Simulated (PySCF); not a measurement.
Compound: hydrazinium(1+), N2H5 (charge +1).
Atom-mapped SMILES: `[NH2:1][NH3+:2]` (hydrogens: H3, H4 on N1; H5, H6, H7 on N2)

Cartesian coordinates in Å at the PBE0-D3(BJ)/def2-SVP level; atoms count from 1:
```
atom  x, y, z in Å
N1     0.0754    0.3951   -0.7917
N2    -0.2258   -0.2183    0.4460
H3     0.6792    1.2019   -0.6311
H4     0.5548   -0.2747   -1.3944
H5    -0.7264    0.4552    1.0459
H6     0.5676   -0.5970    0.9962
H7    -0.8921   -0.9901    0.2885
```

Computed, not measured: EOM-EE-CCSD/aug-cc-pVDZ in PySCF, restricted Hartree–Fock reference, frozen core, non-relativistic, gas phase, PBE0-D3(BJ)/def2-SVP geometry.

Task: Give the EOM-CCSD singlets and triplets.

Result: 
| state | E (eV) | Eh | main singles (HF orbitals, share of the singles part) |
| --- | --- | --- | --- |
| singlet 1 | 7.57 | 0.2781 | HOMO→LUMO 78 % |
| singlet 2 | 8.49 | 0.3121 | HOMO→LUMO+1 53 %, HOMO→LUMO+10 10 %, HOMO→LUMO+17 9 % |
| singlet 3 | 9.45 | 0.3472 | HOMO→LUMO+2 74 %, HOMO→LUMO+11 20 % |
| singlet 4 | 9.68 | 0.3556 | HOMO→LUMO+3 59 %, HOMO→LUMO+12 18 %, HOMO→LUMO+1 14 % |
| triplet 1 | 7.32 | 0.2689 | HOMO→LUMO 75 % |
| triplet 2 | 7.70 | 0.2829 | HOMO→LUMO+1 39 %, HOMO→LUMO+17 17 %, HOMO→LUMO+10 11 % |

Task: What is the vertical gap between the lowest excited singlet and the lowest triplet?

Result: 7.57 − 7.32 = 0.25 eV (24 kJ/mol). Both are led by HOMO→LUMO.

The first EOM-IP-CCSD ionisation energy is 17.27 eV, 7.59 eV above the highest singlet listed and 9.70 eV above the lowest.

T1 diagnostic 0.008. EOM-CCSD puts states of mainly double-excitation character too high. An iterative search for so few roots can pass over a low state.
